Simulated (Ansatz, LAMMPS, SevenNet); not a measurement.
## Rutile PbO2: properties by level of theory

Reference values: lattice constant a 4.958 Å (measured, room temperature, no zero-point or thermal correction, sources range from 4.950 to 4.958; as tabulated in Hiroi (2015), arXiv:1503.02262); lattice parameter c 3.388 Å (measured, room temperature, not corrected to a static lattice; as tabulated in Hiroi (2015), arXiv:1503.02262).

```csv
level (code),lattice parameter a (Å),c axis length (Å)
"ionic model grimes2000 (shell model, LAMMPS)",4.814,3.431
SevenNet-l3i5 (SevenNet),5.031,…
PBE (Ansatz),5.082,3.443
PBE-D3(BJ) (Ansatz),5.028,3.443
PBE-D4 (Ansatz),…,3.442
r²SCAN (Ansatz),…,3.405
```

Q: Fill in the missing entries.

A: 
- SevenNet-l3i5 (SevenNet), c axis length (Å): 3.476
- PBE-D4 (Ansatz, an electronic-structure program), lattice parameter a (Å): 5.022
- r²SCAN (Ansatz), lattice parameter a (Å): 4.986

Differences from the reference values (errors of the level alone only where the reference is corrected to a static lattice):

```json
[
 {"level": "ionic model grimes2000", "lattice constant a (%)": "-2.90", "lattice parameter c (%)": "+1.27"},
 {"level": "SevenNet-l3i5", "lattice constant a (%)": "+1.47", "lattice parameter c (%)": "+2.60"},
 {"level": "PBE", "lattice constant a (%)": "+2.50", "lattice parameter c (%)": "+1.62"},
 {"level": "PBE-D3(BJ)", "lattice constant a (%)": "+1.41", "lattice parameter c (%)": "+1.62"},
 {"level": "PBE-D4", "lattice constant a (%)": "+1.29", "lattice parameter c (%)": "+1.59"},
 {"level": "r²SCAN", "lattice constant a (%)": "+0.56", "lattice parameter c (%)": "+0.50"}
]
```

Nearest: lattice constant a, not ranked (reference at room or unstated temperature); lattice parameter c, not ranked (reference at room or unstated temperature). Empirical potentials aren't ranked on values they can be fitted to.

Empirical potentials (ionic model grimes2000) are fitted to chosen data, which need not cover the solid at hand: agreement can be built in, and what lay outside the fit can be far off. Machine-learned potentials (SevenNet-l3i5) are trained on DFT data, which may include these solids.

Ansatz's density-functional and Hartree–Fock values are scalar-relativistic unless marked +SOC, with PAW data made under PBE.

Differences are worked out from the printed values.

The computed numbers hold no vibrational or temperature effects.
